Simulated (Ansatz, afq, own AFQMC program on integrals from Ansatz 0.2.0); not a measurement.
## Breaking Si1–H2 in SiH₂, singlet

```xyz
3

Si   -0.4939    0.4712   -0.2148
H     0.8452    0.5822    0.5255
H    -0.3513   -1.0533   -0.3107
```

Products: SiH (doublet) and H (doublet), each relaxed with PBE0/def2-SVP like the molecule; electronic energies without zero-point terms. Determinants: RHF, UHF and UHF in that order.

Basis def2-TZVP. Only valence electrons are correlated. Ansatz 0.2.0 and our own AFQMC program on the same integrals; the CISD trial comes from CCSD amplitudes, and released means the phaseless constraint is let go. Error bars are statistical, one sigma. The errors of all members are added in quadrature.

No full CI on the walks' own integrals is used here; CCSDTQ serves as the reference and is uncertain by about the last step of the cluster series. Each member takes its own surest rung, up to full CI.

The best estimate is CCSD(T) at the basis-set limit (CBS: def2-TZVPP and def2-QZVPP, with their diffuse functions for anions and beside diffuse sets, CCSD(T) itself extrapolated) plus the step from CCSD(T) to CCSDTQ in def2-TZVP. Rows without CBS are in def2-TZVP; B2PLYP and the wave-function rows carry a basis error of their own. Core correlation and relativity beyond core potentials are missing, and ± holds the sampling alone.

Cautions: SiH₂ (singlet): restricted determinant unstable towards unrestricted (UHF 109 meV lower, ⟨S²⟩ 0.41), the released energies are still falling, so no released level is given (meV from the phaseless value at times in 1/Eh: -1.1 ± 1.6 at 0.24, -2.3 ± 1.3 at 0.51, -4.5 ± 1.5 at 0.99, -6.8 ± 1.2 at 1.62, -8.5 ± 1.8 at 2.40), though the last usable value meets CCSDTQ within the noise, the ph-AFQMC/CISD walk drifts between its halves (2.5 errors); SiH (doublet): the determinant is a saddle point among determinants of its kind.

```
  level  bond energy (eV)
    PBE             3.302
 B2PLYP             3.351
wB97M-V             3.502
```

Task: From these cheaper values, estimate the bond energy at the level of the best estimate.

Result: 3.476 eV (best estimate, highest rung CCSDTQ).

```csv
level,bond energy (eV),error against the best estimate (eV)
HF,2.505,-0.971
MP2,3.209,-0.267
CCSD,3.310,-0.166
CCSD(T),3.327,-0.149
CCSDT,3.326,-0.150
CCSDT(Q),3.328,-0.148
CCSDTQ,3.328,-0.148
ph-AFQMC/CISD,3.328 ± 0.003,-0.148 ± 0.003
HF/CBS,2.511,-0.965
MP2/CBS,3.380,-0.096
CCSD(T)/CBS,3.474,-0.001
PBE0,3.291,-0.185
B3LYP,3.416,-0.060
```

Correlation beyond CCSD(T) changes it by less than 2 meV. Going to the basis-set limit adds 0.148 eV at CCSD(T). The perturbative (T) step is worth +0.016 eV. The functionals spread over 0.211 eV; wB97M-V and B3LYP come nearest and PBE0 is 0.185 eV too low.

Best estimates are given only where the step beyond CCSD(T) is under 0.3 eV and no member's determinant is very poor (T1 over 0.05, or 0.07 for open shells, ⟨S²⟩ too high by 0.3, two states mixed), so the hardest cases are missing from such tables.

The functionals ran in a triple-zeta set and keep a basis error of their own, a few kJ/mol for each bond in atomization energies and more for double hybrids, so close places among them and the extrapolated levels can swap.

CCSDT and higher add their correlation energy to the determinant of the CCSD(T) run, since their own runs factorise the integrals more tightly (a shift of under 2 meV). Each member of a difference takes its own highest rung, so a best estimate needn't equal the limit plus the step of one row. A walk keeps the symmetry of its determinant, which the program's search chose and which needn't be the lowest solution, so a lower state of the same spin and another symmetry isn't excluded.
